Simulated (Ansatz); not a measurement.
Consider the formal hydrolysis of a C–S bond: `CSCO` + H₂O → `OCO` + CH₃SH.

Program: Ansatz. Geometries: PBE0-D4/def2-TZVP. ΔE: electronic, gas phase. CCSD(T)/CBS is the MP2 limit (def2-TZVPP, def2-QZVPP) plus CCSD(T) − MP2 in def2-TZVPP, frozen cores. This one scheme is used for every species. Functionals use def2-TZVPP. B3LYP here is the variant with VWN-RPA as its local correlation; programs differ in this. One conformer a species, not always the lowest.

CCSD(T)/CBS gives +24.3 kJ/mol.

Task: Another level gave +24.8 kJ/mol. Which?
A. MP2/def2-TZVPP
B. B3LYP/def2-TZVPP
C. PBE0-D4/def2-TZVPP
D. B2PLYP/def2-TZVPP

Result: A. MP2/def2-TZVPP 24.8, B2PLYP 14.6, PBE0-D4 20.0, B3LYP 9.8 kJ/mol.

Largest T1 diagnostic among the species: 0.011.

In def2-TZVPP, CCSD(T) changes the Hartree–Fock value by +19.2 kJ/mol (the triples alone add +3.4 kJ/mol) and MP2 by +27.3 kJ/mol. The D4 term adds +7.3 kJ/mol with B3LYP and +4.0 kJ/mol with PBE0; it sums over pairs of atoms, weighted by their polarisabilities, and B3LYP, whose exchange is more repulsive, gets the larger term.
